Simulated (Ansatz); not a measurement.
in.yaml

```yaml
crystal:
  periodic: [false, false, false]
  atoms:
    - {symbol: Ge, position_ang: [-0.019178, -0.269675, 1.331679]}
    - {symbol: Si, position_ang: [-0.020011, 1.548429, -0.219292]}
    - {symbol: Ge, position_ang: [0.027953, -0.370718, -1.247919]}
    - {symbol: H, position_ang: [-0.074824, 3.005897, 0.074017]}
basis:
  gaussian: {orbitals: STO-3G}
magnetization: {spin_polarized: false, initial_magnetization: 1}
correlation: {method: sc_nevpt2, electrons: valence, active_space: {window: {electrons: 1, orbitals: 5}, states: [{multiplicity: 2, weights: [1, 1]}]}}
```

```sh
$ ansatz run in.yaml --threads 1 --pin off --events-out ev --progress --plain --max-ram 2393MiB
```

(1) Roughly how long does this take on 1 thread of Arm Neoverse V2, shared host, and how much host memory?

```
651 factors; integrals over basis functions are off by at most 3.7e-8 eV
mean field evaluation 1: about -119444.1802 eV, gradient 1.3e1 eV
mean field evaluation 2: about -119444.1892 eV, gradient 1.3e1 eV
mean field evaluation 4: about -119445.1663 eV, gradient 1.5e0 eV
mean field evaluation 8: about -119445.2431 eV, gradient 1.9e-1 eV
mean field evaluation 16: about -119444.8708 eV, gradient 2.3e0 eV
mean field evaluation 32: about -119444.7003 eV, gradient 8.3e-1 eV
mean field -119445.24854574 eV, -4389.5319211587 hartree, gradient 2.8e-6 eV, S^2 0.750000; 6 other end points of the search recorded, 0 dependent functions left out
reference -119445.24854574 eV, -4389.5319211587 hartree; 40, 39 occupied and 6, 7 virtual orbitals, 651 factors
state -119445.16645520 eV, -4389.5289043868 hartree
state -119442.76403003 eV, -4389.4406168904 hartree
state -119445.16645520 eV, -4389.5289043868 hartree; corrected -119448.48066305 eV, -4389.6506992789 hartree
state -119442.76403003 eV, -4389.4406168904 hartree; corrected -119445.89418248 eV, -4389.5556478712 hartree
WARN: 3 active orbitals are nearly empty or full. The corrections depend on them more than the energy does, and are more stable in an active space without them
Total energy: -119447.18742277 eV, -4389.6031735751 hartree
```

Natural occupations, averaged over the states: 0.5000 0.5000 0.0000 0.0000 0.0000.

The total printed last is the weighted mean of the 2 states, 1.293 eV above the lowest of them, and is no single state's energy. Before any correction even the lowest state lies above the reference determinant, by 0.08 eV, so the averaged orbitals or the space serve it badly.

Answers

(1) 6 s wall and 0.15 GiB.
